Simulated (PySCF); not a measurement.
**Atomic charges against the basis set**

Species: C4H5F.
SMILES with atom numbers: `[CH:1]#[C:2][C@H:3]([CH3:4])[F:5]` (hydrogens: H6 on C1; H7 on C3; H8, H9, H10 on C4)

PBE0 throughout (PySCF), one geometry, spherical d and f functions. Geometry: PBE0-D3(BJ)/def2-SVP; no solvent, vibrations or thermal averaging. The first 7 of 8 kinds of atom are listed.

Mulliken charges (e):

```csv
basis,functions,C1,C2,C3,C4,F5,H6,H7
STO-3G,30,-0.134,-0.052,+0.038,-0.239,-0.103,+0.121,+0.094
6-31G,55,-0.451,+0.140,+0.104,-0.506,-0.335,+0.285,+0.196
pcSseg-0,55,-0.310,-0.091,+0.119,-0.645,-0.374,+0.285,+0.267
6-31G*,80,-0.489,+0.246,+0.134,-0.561,-0.341,+0.243,+0.183
cc-pVDZ,95,-0.391,+0.342,+0.100,-0.070,-0.230,+0.016,+0.055
def2-SVP,95,-0.416,+0.235,+0.231,-0.085,-0.263,+0.053,+0.059
aug-cc-pVDZ,160,+1.056,-0.532,+0.733,+0.281,-0.531,-0.617,-0.162
"6-311+G(2d,p)",165,-1.326,+1.134,+0.103,-0.484,-0.232,+0.165,+0.147
def2-TZVP,185,-0.099,-0.066,+0.033,-0.342,-0.210,+0.183,+0.101
cc-pVTZ,220,-0.184,-0.047,+0.183,-0.283,-0.217,+0.155,+0.073
IGLO-III,225,-0.164,-0.032,+0.103,-0.343,-0.244,+0.154,+0.120
```

IAO charges (e):

```csv
basis,functions,C1,C2,C3,C4,F5,H6,H7
STO-3G,30,-0.158,-0.060,+0.019,-0.406,-0.129,+0.162,+0.138
6-31G,55,-0.209,-0.047,+0.146,-0.443,-0.301,+0.205,+0.164
pcSseg-0,55,-0.197,-0.049,+0.136,-0.438,-0.291,+0.197,+0.164
6-31G*,80,-0.208,-0.050,+0.178,-0.424,-0.309,+0.200,+0.152
cc-pVDZ,95,-0.216,-0.047,+0.178,-0.423,-0.311,+0.203,+0.156
def2-SVP,95,-0.208,-0.044,+0.177,-0.413,-0.313,+0.197,+0.153
aug-cc-pVDZ,160,-0.223,-0.043,+0.179,-0.432,-0.326,+0.209,+0.163
"6-311+G(2d,p)",165,-0.223,-0.043,+0.177,-0.434,-0.327,+0.209,+0.164
def2-TZVP,185,-0.223,-0.044,+0.182,-0.435,-0.326,+0.208,+0.161
cc-pVTZ,220,-0.224,-0.044,+0.181,-0.436,-0.323,+0.208,+0.161
IGLO-III,225,-0.224,-0.043,+0.179,-0.435,-0.327,+0.209,+0.163
```

Hirshfeld charges (e):

```
        basis  functions      C1      C2      C3      C4      F5      H6      H7
       STO-3G         30  -0.096  -0.077  +0.123  -0.042  -0.077  +0.080  +0.020
        6-31G         55  -0.106  -0.057  +0.099  -0.101  -0.131  +0.103  +0.052
     pcSseg-0         55  -0.100  -0.056  +0.099  -0.104  -0.122  +0.100  +0.049
       6-31G*         80  -0.110  -0.056  +0.093  -0.100  -0.119  +0.103  +0.051
      cc-pVDZ         95  -0.107  -0.053  +0.083  -0.113  -0.104  +0.100  +0.051
     def2-SVP         95  -0.104  -0.049  +0.085  -0.116  -0.112  +0.098  +0.052
  aug-cc-pVDZ        160  -0.101  -0.051  +0.072  -0.125  -0.115  +0.100  +0.059
6-311+G(2d,p)        165  -0.101  -0.055  +0.073  -0.116  -0.118  +0.100  +0.059
    def2-TZVP        185  -0.103  -0.052  +0.074  -0.120  -0.114  +0.100  +0.058
      cc-pVTZ        220  -0.104  -0.050  +0.075  -0.121  -0.111  +0.099  +0.056
     IGLO-III        225  -0.102  -0.051  +0.072  -0.124  -0.114  +0.100  +0.059
```

ESP-fitted charges (e):

| basis | functions | C1 | C2 | C3 | C4 | F5 | H6 | H7 |
| --- | --- | --- | --- | --- | --- | --- | --- | --- |
| STO-3G | 30 | -0.251 | -0.113 | +0.377 | -0.433 | -0.151 | +0.202 | +0.004 |
| 6-31G | 55 | -0.382 | -0.078 | +0.525 | -0.509 | -0.308 | +0.296 | +0.018 |
| pcSseg-0 | 55 | -0.350 | -0.161 | +0.650 | -0.590 | -0.331 | +0.298 | +0.001 |
| 6-31G* | 80 | -0.388 | -0.082 | +0.447 | -0.470 | -0.243 | +0.301 | +0.024 |
| cc-pVDZ | 95 | -0.380 | -0.102 | +0.472 | -0.455 | -0.251 | +0.299 | +0.022 |
| def2-SVP | 95 | -0.370 | -0.109 | +0.497 | -0.466 | -0.268 | +0.294 | +0.019 |
| aug-cc-pVDZ | 160 | -0.413 | -0.082 | +0.502 | -0.546 | -0.275 | +0.314 | +0.027 |
| 6-311+G(2d,p) | 165 | -0.418 | -0.086 | +0.511 | -0.550 | -0.281 | +0.320 | +0.027 |
| def2-TZVP | 185 | -0.418 | -0.082 | +0.499 | -0.536 | -0.269 | +0.317 | +0.025 |
| cc-pVTZ | 220 | -0.418 | -0.074 | +0.471 | -0.512 | -0.258 | +0.315 | +0.029 |
| IGLO-III | 225 | -0.414 | -0.078 | +0.485 | -0.530 | -0.271 | +0.315 | +0.031 |

Q: Which scheme is steadiest as the basis changes?

A: Largest range over the bases for any column: Hirshfeld 0.08 e, IAO 0.20 e, ESP-fitted 0.27 e, Mulliken 2.38 e. Hirshfeld charges move least and Mulliken charges most, counted in e. Without the minimal STO-3G basis the ranges are Hirshfeld 0.03, IAO 0.05, ESP-fitted 0.20, Mulliken 2.38 e.

Q: How much do the charges still move between the two largest bases, cc-pVTZ and IGLO-III?

A: At most, over all atoms: Mulliken 0.080 e, IAO 0.004 e, Hirshfeld 0.003 e, ESP-fitted 0.017 e.

Q: What do the same runs give for the total energy, the frontier levels and the dipole moment?

A: 
```tsv
basis	energy (Eh)	HOMO (eV)	LUMO (eV)	μ (D)
STO-3G	-251.5863	-5.38	4.48	0.99
6-31G	-254.8471	-7.91	0.83	2.05
pcSseg-0	-254.3348	-8.23	0.57	2.09
6-31G*	-254.8993	-7.74	0.89	1.69
cc-pVDZ	-254.9210	-7.91	0.65	1.71
def2-SVP	-254.7188	-8.01	0.56	1.80
aug-cc-pVDZ	-254.9404	-8.08	-0.13	1.85
6-311+G(2d,p)	-254.9879	-8.11	0.05	1.90
def2-TZVP	-255.0108	-8.07	0.28	1.81
cc-pVTZ	-255.0014	-8.04	0.38	1.76
IGLO-III	-255.0161	-8.10	0.15	1.85
```

The dipole is fixed by the density alone, so its range of 1.10 D shows that the density itself changes with the basis, not only its division among atoms.
